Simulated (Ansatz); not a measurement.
BiOCl (P4/nmm, No. 129)

Computed with PBEsol (plane waves, PAW; Ansatz, an electronic-structure program).

Numerical settings: plane-wave cutoff 500 eV, 10×10×6 k mesh (along the axes of the cell as run), gaussian smearing 0.02 eV, scalar-relativistic PAW data made under PBE.

Cell (relaxed at this level):

```
BiClO
1.0
    3.87891     0.00000     0.00000
    0.00000     3.87891     0.00000
    0.00000     0.00000     7.37111
Bi Cl O
2 2 2
Direct
  0.50000   0.00000   0.32883
  0.00000   0.50000   0.67117
  0.00000   0.50000   0.14977
  0.50000   0.00000   0.85023
  0.00000   0.00000   0.50000
  0.50000   0.50000   0.50000
```

```
Quantity                        Value
--------  ---------------------------
band gap  2.51 eV (on the SCF k mesh)
```

Spin–orbit coupling is not included; with these elements it can move the gap by several tenths of an eV or more.

Static lattice: no zero-point or thermal effects.
